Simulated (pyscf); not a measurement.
`[OH][AsH][OH]` + `[H][H]` → `[OH][AsH2]` + `[OH2]`, a four-centre exchange (singlet surface; As–O, H–H broken, As–H, H–O formed). Single points on ωB97X-D3(BJ)/def2-SVP structures (PySCF, gas phase). Energies in eV from the separated reactants.

Small-basis levels: PySCF, no dispersion term, spherical d functions. AM1 to PM7: differences of heats of formation from MOPAC, which are fitted to 298 K values and so differ in kind from electronic energies by zero-point and thermal terms. GFN2-xTB: tblite. Cost: rough CPU time at the saddle relative to B3LYP/6-31G*+LANL2DZ, from one job on a shared machine.

```csv
level,barrier,reaction energy,cost
HF/6-31G*+LANL2DZ,2.98,-0.07,0.10
PBE/6-31G*+LANL2DZ,1.80,+0.19,1
B3LYP/3-21G,2.05,+0.87,1
B3LYP/LANL2DZ,2.16,+0.08,0.8
B3LYP/6-31G*+LANL2DZ,2.17,+0.17,1
PBE/def2-SVP,1.59,+0.08,3
B3LYP/def2-SVP,1.92,0.00,2
GFN2-xTB,1.77,+0.13,under 0.02
PM7,3.16,+0.79,under 0.02
ωB97M-D3(BJ)/def2-TZVP,2.13,0.00,–
```

Against the last row the barrier runs from -0.53 (PBE/def2-SVP) to +1.03 eV (PM7). ωB97M-D3(BJ)/def2-TZVP has limits of its own. This is the saddle that the search found; another between the same sides may lie lower. In the def2 sets elements up to Kr have no core potential.
